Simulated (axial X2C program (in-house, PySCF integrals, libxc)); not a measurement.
**Worked dissociation energy of AlF⁻: M06, spin-free**

Computed with an in-house all-electron X2C program for linear molecules (integrals from PySCF). Spin-free means the one-electron spin-free X2C Hamiltonian. Basis: Al dyall-av3z [9s9p3d2f], F dyall-av3z [7s6p3d2f] (cores contracted in-house); Gaussian nuclei, density fitting, unrestricted open shells. Masses: Al 26.982 u, F 18.998 u.

Molecular state: M_S = 1/2, Λ = 1 (beyond evenly filled blocks: π+α).

* E(Al) (2M_S = 1, M_L = 1): -242.798753 hartree
* E(F-) (2M_S = 0, M_L = 0): -99.948733 hartree
* E(AlF⁻) at Re: -342.877832 hartree
* ωe: 686.0 cm⁻¹
* ωexe: 5.71 cm⁻¹

(1) Work out De and D0.

The state is one determinant whose occupation by symmetry is held fixed; it was picked as the lowest of a PBE0 search that is not exhaustive. De is counted from the lowest determinant-based energies of the atoms at the same level, without counterpoise correction. The highest occupied level is positive at some bond lengths even in Hartree–Fock (under at least one Hamiltonian), so the basis set holds the extra electron there; where that holds at Re the anion is at best weakly bound and its constants depend on the basis. Other states lie close and PBE0, whose exact exchange favours high spin, may order them wrongly; the determinant shown need not be the ground state. The nearest other spin-free determinant of the search, M_S = 1/2, Λ = 0, lies 0.43 eV up at the distance of the search. The functionals have no current-density term, which raises determinants with orbital currents, atoms included. At some level and bond length an empty orbital lies below a filled one.

Each atomic determinant is the lowest at this level and need not be a pure term. Totals compare only within one Hamiltonian and basis.

Answers

(1) De = -242.798753 + (-99.948733) − (-342.877832) = 0.13035 hartree = 3.547 eV. The zero-point energy is ωe/2 − ωexe/4 = 342 cm⁻¹ = 0.042 eV, so D0 = 3.505 eV.
